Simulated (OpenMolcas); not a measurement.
# triplet AlH: a chain of runs

Wanted: a single-point energy (UHF/6-311G), then the energy (CASSCF(2,2)/6-311G), then the energy (CASPT2(2,2)/6-311G), then a single-point energy (SC-NEVPT2(2,2)/6-311G), then the energy (MRCI(2,2)/6-311G) of triplet AlH. 

The results are computed with OpenMolcas 26.06.

## (1) Starting point

The species is AlH (2 atoms), meant as a triplet with charge 0. As SMILES of the parent species, `[AlH]`. The shape is that of a PBE0-D4/def2-TZVP optimisation. That shape belongs to the parent species and isn't relaxed for this state.

Bond lengths: Al1–H2 1.665 Å.

## (2) A single-point energy at UHF/6-311G (run 1)

struct.xyz reads:

```xyz
2

Al     0.000000     0.000000    -0.025640
H      0.000000     0.000000     1.639110
```

step1.inp reads:

```
&GATEWAY
  BASLIB=$CurrDir
  COORD=struct.xyz
  BASIS=6-311G
  GROUP=NoSym

&SEWARD

&SCF
  UHF
  SPIN=3
  SCRAMBLE=0.25
  PRORBITALS=1 1
```

The basis set 6-311G is read from a file made from the Basis Set Exchange's data (not shown).

Launch:

```
$ export MOLCAS_MEM=1860
$ pymolcas step1.inp > step1.log
```

What it wrote:

```text
--- Start Module: gateway ---
[...]
--- Stop Module: gateway /rc=_RC_ALL_IS_WELL_ ---
--- Start Module: seward ---
[...]
      Basis functions           24
--- Stop Module: seward /rc=_RC_ALL_IS_WELL_ ---
--- Start Module: scf ---
[...]
       Convergence after  17 Iterations
[...]
::    Total SCF energy                               -242.4014267146
[...]
      Total spin, S                                     1.0022735357
[...]
      Total electronic charge=   14.000000
      Total            charge=   -0.000000
[...]
      Dipole Moment (debye):
      Origin of the operator (angstrom)=    0.0000    0.0000    0.0343
                   X=  4.0211E-06               Y= -1.0740E-06               Z= -1.2200E+00           Total=  1.2200E+00
      Quadrupole Moment (debye*angstrom):
[...]
--- Stop Module: scf /rc=_RC_ALL_IS_WELL_ ---
[...]
```

Wall time 1.5 s (1 thread of Arm Neoverse V2, shared host); peak memory 0.37 GiB.

## (3) A single-point energy at CASSCF(2,2)/6-311G (run 2)

struct.xyz is that of step 2.

step2.inp reads:

```
&GATEWAY
  BasLib=$CurrDir
  Coord=struct.xyz
  Basis=6-311G
  Group=NoSym

&SEWARD

&RASSCF
  FileOrb=$CurrDir/step1.UnaOrb
  Spin=3
  Nactel=2 0 0
  Inactive=6
  Ras2=2
  OrbListing=Nothing
```

The basis set 6-311G is read from a file made from the Basis Set Exchange's data (not shown).

Launch:

```
$ export MOLCAS_MEM=1860
$ pymolcas step2.inp > step2.log
```

What it wrote:

```text
--- Start Module: gateway ---
[...]
--- Stop Module: gateway /rc=_RC_ALL_IS_WELL_ ---
--- Start Module: seward ---
[...]
      Basis functions           24
--- Stop Module: seward /rc=_RC_ALL_IS_WELL_ ---
--- Start Module: rasscf ---
[...]
      Number of active orbitals                  2
[...]
      Spin quantum number                      1.0
[...]
      Active orbitals                            2
[...]
      Number of CSFs                             1
[...]
      Number of root(s) required                 1
[...]
      Convergence after 10 iterations
[...]
      printout of CI-coefficients larger than  0.05 for root  1
      energy=    -242.400422
      conf/sym  11     Coeff  Weight
             1  uu   1.00000 1.00000
      Natural orbitals and occupation numbers for root  1
      sym 1:   1.000000   1.000000
      ************************************************************************************************************************
      *                                                    Final results                                                     *
[...]
::    RASSCF root number  1 Total energy:   -242.40042204
[...]
      Total electronic charge=   14.000000
      Total            charge=   -0.000000
[...]
      Dipole Moment (debye):
      Origin of the operator (angstrom)=    0.0000    0.0000    0.0343
                   X=  1.6368E-07               Y= -1.0428E-07               Z= -1.2735E+00           Total=  1.2735E+00
      Quadrupole Moment (debye*angstrom):
[...]
--- Stop Module: rasscf /rc=_RC_ALL_IS_WELL_ ---
[...]
```

It took 1.5 s on 1 thread of Arm Neoverse V2, shared host; peak memory 0.37 GiB.

## (4) A single-point energy at CASPT2(2,2)/6-311G (run 3)

struct.xyz is that of step 3.

step3.input reads:

```
>>> EXPORT MOLCAS_PRINT=2

&GATEWAY
  BasLib=$CurrDir
  Coord=struct.xyz
  Basis=6-311G
  Group=NoSym

&SEWARD

&RASSCF
  FileOrb=$CurrDir/step2.RasOrb
  Spin=3
  Nactel=2 0 0
  Inactive=6
  Ras2=2
  OrbListing=Nothing

&CASPT2
  Imaginary=0.1
  Frozen=5
```

The basis set 6-311G is read from a file made from the Basis Set Exchange's data (not shown).

Launch:

```
$ export MOLCAS_MEM=1860
$ pymolcas step3.input > step3.log
```

What it wrote:

```text
--- Start Module: gateway ---
[...]
--- Stop Module: gateway /rc=_RC_ALL_IS_WELL_ ---
[...]
      Basis functions           24
[...]
--- Start Module: rasscf ---
[...]
      Number of active orbitals                  2
[...]
      Spin quantum number                      1.0
[...]
      Active orbitals                            2
[...]
      Number of CSFs                             1
[...]
      Number of root(s) required                 1
[...]
      Convergence after  4 iterations
[...]
      printout of CI-coefficients larger than  0.05 for root  1
      energy=    -242.400422
      conf/sym  11     Coeff  Weight
             1  uu   1.00000 1.00000
      Natural orbitals and occupation numbers for root  1
      sym 1:   1.000000   1.000000
      ************************************************************************************************************************
      *                                                    Final results                                                     *
[...]
::    RASSCF root number  1 Total energy:   -242.40042204
[...]
      Total electronic charge=   14.000000
      Total            charge=   -0.000000
[...]
      Dipole Moment (debye):
      Origin of the operator (angstrom)=    0.0000    0.0000    0.0343
                   X=  7.9006E-08               Y= -2.8809E-08               Z= -1.2735E+00           Total=  1.2735E+00
      Quadrupole Moment (debye*angstrom):
[...]
--- Stop Module: rasscf /rc=_RC_ALL_IS_WELL_ ---
--- Start Module: caspt2 ---
[...]
 ###    WARNING: User changed nr of frozen orbitals.                         ###
 ###############################################################################
[...]
      E2 (Variational):          -0.0196182585
      Total energy:            -242.4200403024
[...]
      Reference weight:           0.98785
[...]
::    CASPT2 Root  1     Total energy:   -242.42004030
[...]
--- Stop Module: caspt2 /rc=_RC_ALL_IS_WELL_ ---
[...]
```

Run time: 1.4 s. Hardware: 1 thread of Arm Neoverse V2, shared host; peak memory 0.37 GiB.

## (5) A single-point energy at SC-NEVPT2(2,2)/6-311G (run 4)

struct.xyz is that of step 4.

step4.input reads:

```
&gateway
baslib=$CurrDir
coord=struct.xyz
basis=6-311G
group=NoSym
&seward
&rasscf
fileorb=$CurrDir/step2.RasOrb
spin=3
nactel=2 0 0
inactive=6
ras2=2
orblisting=Nothing
&caspt2
sc-nevpt2
frozen=5
```

The basis set 6-311G is read from a file made from the Basis Set Exchange's data (not shown).

Launch:

```
$ export MOLCAS_MEM=1860
$ pymolcas step4.input > step4.log
```

What it wrote:

```text
--- Start Module: gateway ---

                                              &GATEWAY

                       available to each process: 1.9 GB of memory, 1 thread

 Basis Set     1 Label: AL.6-311G
 Basis set is read from library:.
 basistype.tbl is not found

 Basis Set     2 Label: H.6-311G
 Basis set is read from library:.
 basistype.tbl is not found

++    Symmetry information:
      ---------------------

                    Character Table for C1

                             E
                    a        1  x, y, xy, Rz, z, xz, Ry, yz, Rx, I
--

++    Basis set information:
      ----------------------

      Basis set label: AL.6-311G.........

      Electronic valence basis set:
      ------------------
      Associated Effective Charge  13.000000 au
      Associated Actual Charge     13.000000 au
      Nuclear Model: Point charge

      Shell  nPrim  nBasis  Cartesian Spherical Contaminant
         s      12       6        X
         p       9       5        X

      Basis set label: H.6-311G.........

[... 71 lines left out ...]
      Nuclear repulsion energy =    4.13233443
[... 76 lines left out ...]
      Convergence after  4 iterations
[... 10 lines left out ...]
      printout of CI-coefficients larger than  0.05 for root  1
[... 1 line left out ...]
      conf/sym  11     Coeff  Weight
[... 6 lines left out ...]
      *                                                    Final results                                                     *
[... 6 lines left out ...]
      RASSCF energy for state  1                   -242.40042204
[... 12 lines left out ...]
::    RASSCF root number  1 Total energy:   -242.40042204
[... 29 lines left out ...]
      Dipole Moment (debye):
[... 28 lines left out ...]
      Spin density orbitals for root   1 are written to the SPDORB.1 file
[... 56 lines left out ...]
      Imaginary shift                            0.00
[... 11 lines left out ...]
++ NEVPT2 computation for group   1

********************************************************************************
 Multi-State initialization phase begins for group   1
--------------------------------------------------------------------------------
********************************************************************************
 Compute H0 matrices for state    1
--------------------------------------------------------------------------------
--------------------------------------------------------------------------------
 H0 matrices have been computed.

********************************************************************************
  NEVPT2 EQUATION SOLUTION
--------------------------------------------------------------------------------
 ###############################################################################
 ###    Location: AixRd                                                      ###
 ###    File: LUCIEX                                                         ###
 ###    Premature abort while reading buffer from disk                       ###
 ###    End of file reached                                                  ###
 ###############################################################################

--- Stop Module: caspt2 /rc=-6 ---

.########################.
.# Non-zero return code #.
.########################.

    Timing: Wall=1.26 User=1.01 System=0.24
```

It took 1.4 s on 1 thread of Arm Neoverse V2, shared host; peak memory 0.37 GiB.

The job broke off with an error.

## (6) A single-point energy at MRCI(2,2)/6-311G (run 5)

struct.xyz is that of step 5.

step5.inp reads:

```
&GATEWAY
BasLib=$CurrDir
Coord=struct.xyz
Basis=6-311G
Group=NoSym
&SEWARD
&RASSCF
FileOrb=$CurrDir/step2.RasOrb
Spin=3
Nactel=2 0 0
Inactive=6
Ras2=2
OrbListing=Nothing
&MOTRA
LumOrb
Frozen=5
&GUGA
Electrons=4
Spin=3
Inactive=1
Active=2
CIAll=1
&MRCI
SDCI
```

The basis set 6-311G is read from a file made from the Basis Set Exchange's data (not shown).

Launch:

```
$ export MOLCAS_MEM=1860
$ pymolcas step5.inp > step5.log
```

What it wrote:

```text
--- Start Module: gateway ---
[...]
--- Stop Module: gateway /rc=_RC_ALL_IS_WELL_ ---
[...]
      Basis functions           24
[...]
      Number of active orbitals                  2
[...]
      Spin quantum number                      1.0
[...]
      Active orbitals                            2
[...]
      Number of CSFs                             1
[...]
      Number of root(s) required                 1
[...]
      Convergence after  4 iterations
[...]
      printout of CI-coefficients larger than  0.05 for root  1
      energy=    -242.400422
      conf/sym  11     Coeff  Weight
             1  uu   1.00000 1.00000
      Natural orbitals and occupation numbers for root  1
      sym 1:   1.000000   1.000000
      ************************************************************************************************************************
      *                                                    Final results                                                     *
[...]
::    RASSCF root number  1 Total energy:   -242.40042204
[...]
      Dipole Moment (debye):
      Origin of the operator (angstrom)=    0.0000    0.0000    0.0343
                   X=  7.9006E-08               Y= -2.8809E-08               Z= -1.2735E+00           Total=  1.2735E+00
      Quadrupole Moment (debye*angstrom):
[...]
      *** WARNING: Default frozen orbitals is overwritten by user input.
      *** Default values:   2
[...]
--- Start Module: guga ---
[...]
--- Stop Module: guga /rc=_RC_ALL_IS_WELL_ ---
--- Start Module: mrci ---
[...]
       (But an ACPF correction will be computed)
       USE THE DEFAULT ACPF G-VALUE GFAC=  0.50000000000000000
[...]
                      CI ENERGY:  -242.43211241
[...]
                ACPF CORRECTION:    -0.00073089
[...]
      Total electronic charge=   14.000000
      Total            charge=    0.000000
[...]
     ACPF CORRECTION:     -0.00073089
[...]
  CI State   1     Total energy:   -242.43211241     QDav:     -0.00149630     QACPF:     -0.00073089
[...]
--- Stop Module: mrci /rc=_RC_ALL_IS_WELL_ ---
[...]
```

It took 1.5 s on 1 thread of Arm Neoverse V2, shared host; peak memory 0.37 GiB.

## (7) Results

| quantity | value |
| --- | --- |
| run 1, UHF/6-311G: total energy | -242.40143 Eh |
| run 1, UHF/6-311G: dipole moment | 1.22 D |
| run 1, UHF/6-311G: HOMO energy (highest over α and β) | -6.35 eV |
| run 1, UHF/6-311G: LUMO energy (lowest over α and β) | -0.09 eV |
| run 1, UHF/6-311G: ⟨S²⟩ | 2.007 |
| run 2, CASSCF(2,2)/6-311G: total energy | -242.40042 Eh |
| run 2, CASSCF(2,2)/6-311G: dipole moment (CASSCF density) | 1.27 D |
| run 3, CASPT2(2,2)/6-311G: total energy | -242.42004 Eh |
| run 3, CASPT2(2,2)/6-311G: dipole moment (CASSCF density) | 1.27 D |
| run 5, MRCI(2,2)/6-311G: total energy | -242.43211 Eh |
| run 5, MRCI(2,2)/6-311G: dipole moment (CASSCF density) | 1.27 D |
| run 4, SC-NEVPT2(2,2)/6-311G | no result (crashed) |

What this shows: 1 of the 5 runs did not end normally.
